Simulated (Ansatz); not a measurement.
```yaml
crystal:
  periodic: [false, false, false]
  atoms:
    - {symbol: O, position_ang: [0.868121, -1.165146, -1.416518]}
    - {symbol: C, position_ang: [0.309135, -0.309199, -0.527775]}
    - {symbol: C, position_ang: [-0.206708, -0.799021, 0.699181]}
    - {symbol: C, position_ang: [-0.727871, 0.197964, 1.464865]}
    - {symbol: S, position_ang: [-0.596800, 1.718201, 0.708513]}
    - {symbol: C, position_ang: [0.167622, 1.043341, -0.663814]}
    - {symbol: H, position_ang: [1.164563, -0.675578, -2.187975]}
    - {symbol: H, position_ang: [-0.181270, -1.843259, 0.978360]}
    - {symbol: H, position_ang: [-1.184073, 0.114149, 2.439102]}
    - {symbol: H, position_ang: [0.470380, 1.667448, -1.490937]}
basis:
  gaussian: {orbitals: 6-31G, fitting: {mean_field: def2-universal-jkfit}, final_grid: {core_spheres: 5, valence_spheres: 4, degree: 11}}
hamiltonian: {xc: {name: HF}}
correlation: {method: ccsd_t}
```

```sh
$ ansatz run in.yaml --threads 4 --pin off --events-out ev --progress --plain --max-ram 10444MiB
```

Shortened log:

```
Functional definition: HF
577 factors; integrals over basis functions are off by at most 3.3e-2 eV
mean field evaluation 1: about -17031.8654 eV, gradient 2.9e1 eV
mean field evaluation 2: about -17033.8973 eV, gradient 1.3e1 eV
mean field evaluation 4: about -17034.3132 eV, gradient 8.7e-1 eV
mean field -17034.31745313 eV, -625.9996201274 hartree, gradient 1.5e-6 eV, S^2 0.000000; 0 other end points of the search recorded, 0 dependent functions left out; unrestricted orbitals would lower it
mean field evaluation 16: about -17034.3289 eV, gradient 2.3e-1 eV
10 core orbitals not correlated: weight in the atoms' cores, before any rotation towards them, 1.000 or more for the frozen orbitals, at most 0.000 for the correlated occupied ones
reference -17034.31745313 eV, -625.9996201274 hartree; 16, 16 occupied and 40, 40 virtual orbitals, 577 factors
second order -14.29564011 eV of doubles, -0.00000000 eV of singles
cycle   1  -14.54190829 eV  change   -2.5e-1 eV  update   1.1e-1
cycle   2  -15.01748966 eV  change   -4.8e-1 eV  update   3.6e-2
cycle   3  -15.17141514 eV  change   -1.5e-1 eV  update   1.8e-2
cycle   4  -15.17798894 eV  change   -6.6e-3 eV  update   4.6e-3
cycle   5  -15.17898391 eV  change   -9.9e-4 eV  update   1.8e-3
cycle   6  -15.17903635 eV  change   -5.2e-5 eV  update   6.4e-4
cycle   7  -15.17861268 eV  change    4.2e-4 eV  update   2.5e-4
cycle   8  -15.17871892 eV  change   -1.1e-4 eV  update   1.0e-4
cycle   9  -15.17877088 eV  change   -5.2e-5 eV  update   3.3e-5
cycle  10  -15.17875546 eV  change    1.5e-5 eV  update   1.5e-5
perturbative correction -0.50932447 eV, -0.0187173290 hartree
Total energy: -17050.00553306 eV, -626.5761464311 hartree
```

It took 0.95 s on 4 threads of an Intel Xeon on a shared host, with 0.18 GiB of host memory at the peak.
